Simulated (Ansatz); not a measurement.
## Worked example: the barrier

An elementary step of C₃H₇, doublet (C₂H₄ (C=C) + CH₃ → C₂H₃ ([CH][CH2]) + CH₄; bonds formed: H1–C4; bonds broken: H1–C2). “Start” is the structure reached by relaxing down from the saddle towards the reactants; PBE0-D4/def2-TZVP structures. The saddle:

```csv
atom,x (Å),y (Å),z (Å)
H1,-0.4907,0.0325,0.1711
C2,0.0690,-0.4641,-0.9718
C3,1.3744,-0.3855,-1.0913
C4,-0.9694,0.5198,1.2800
H5,-0.6440,-0.8798,-1.6760
H6,1.9932,0.0559,-0.3144
H7,1.8969,-0.7573,-1.9715
H8,-0.8507,1.5973,1.1985
H9,-0.3694,0.0779,2.0715
H10,-2.0093,0.2034,1.3040
```

Ansatz 0.2.0; basis: def2-TZVPP and def2-QZVPP; cores frozen in the correlated methods; orbitals are unrestricted.

Energies in eV:

| quantity | saddle | start |
| --- | --- | --- |
| Hartree–Fock, triple zeta (X = 3) | -3199.91372 | -3201.26833 |
| Hartree–Fock, quadruple zeta (X = 4) | -3200.06981 | -3201.42755 |
| MP2 correlation, X = 3 | -13.65768 | -13.43424 |
| MP2 correlation, X = 4 | -14.52249 | -14.29551 |
| CCSD(T) correlation, X = 3 | -15.67336 | -15.20100 |

Question: Work out the barrier at the basis limit: extrapolate Hartree–Fock as E(X) = E∞ + A exp(−7.88 √X) and the MP2 correlation as E(X) = E∞ + B X^−2.97 (the exponents that Neese and Valeev fitted for def2-TZVPP and QZVPP), then add CCSD(T) − MP2 in triple zeta.

Answer: Each step is linear, so take the differences first (saddle − start): Hartree–Fock 1.35461 (X = 3) and 1.35774 (X = 4); MP2 correlation -0.22344 and -0.22698; CCSD(T) correlation -0.47236.
Two points give E∞ = E(4) + w [E(4) − E(3)], with w = 1/(exp(7.88 (2 − √3)) − 1) = 0.1377 for Hartree–Fock and w = 1/((4/3)^2.97 − 1) = 0.7407 for the correlation.
Hartree–Fock: 1.35774 + 0.1377 × 0.00313 = 1.3582 eV.
MP2 correlation: -0.22698 + 0.7407 × (-0.00354) = -0.2296 eV.
CCSD(T) − MP2: -0.47236 − (-0.22344) = -0.2489 eV.
Sum: 1.3582 + (-0.2296) + (-0.2489) = 0.8797 eV, or 20.29 kcal/mol. Plain CCSD(T) in triple zeta gives 0.8823 eV, so the larger basis shifts the result by -0.0026 eV.

The T1 diagnostic stays at or below 0.033. ⟨S²⟩ of the unrestricted Hartree–Fock references: 0.76 to 0.96 (a pure state has 0.75). The unrestricted reference is spin-contaminated, which hurts MP2 most.

Labels in which every atom is bracketed show which atoms are joined, not bond orders.

For scale, one of the runs: CCSD(T)/def2-TZVPP, 191 basis functions, launched by `ansatz run in.yaml --threads 4 --pin off --events-out ev --progress --plain --max-ram 9574MiB`. The run took 84 s on 4 CPU threads of a Oxide Virtual Turin-like (shared host), with 5.6 GiB of host memory at its peak.
